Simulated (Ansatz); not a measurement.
SiH2F2 (SMILES F[SiH2]F): the vertical ionisation energy from total energies

SiH2F2: 5 atoms, total charge 0, spin state singlet. SMILES: `F[SiH2]F`. The coordinates come from a PBE0-D4/def2-TZVP relaxation.

```tsv
atom	x (Å)	y (Å)	z (Å)
F	-1.0790	0.5382	0.9807
Si	-0.0052	-0.0005	-0.0541
F	1.2476	-0.5206	0.7669
H	-0.5905	-1.1387	-0.7863
H	0.4271	1.1217	-0.9073
```

Both states at this one shape; open shells run unrestricted unless said. 1 Eh = 27.2114 eV.

```
                                       level  program  singlet SiH2F2 (Eh)  doublet [SiH2F2]+ (Eh)
PBE-QIDH/aug-cc-pVDZ, 7 core orbitals frozen   Ansatz          -490.054992             -489.577515
          MP2/STO-3G, 7 core orbitals frozen   Ansatz          -482.933878             -482.607322
    CCSD/aug-cc-pVDZ, 7 core orbitals frozen   Ansatz          -489.647965             -489.169892
```

Q: Work out the vertical ionisation energy at each level.

A: 
1. PBE-QIDH/aug-cc-pVDZ: -489.577515 − (-490.054992) = 0.477477 Eh = 12.99 eV.
2. MP2/STO-3G: -482.607322 − (-482.933878) = 0.326556 Eh = 8.89 eV.
3. CCSD/aug-cc-pVDZ: -489.169892 − (-489.647965) = 0.478073 Eh = 13.01 eV.

No measured value is set beside it here; the levels span 8.89 to 13.01 eV. Minimal sets are far from the basis-set limit.
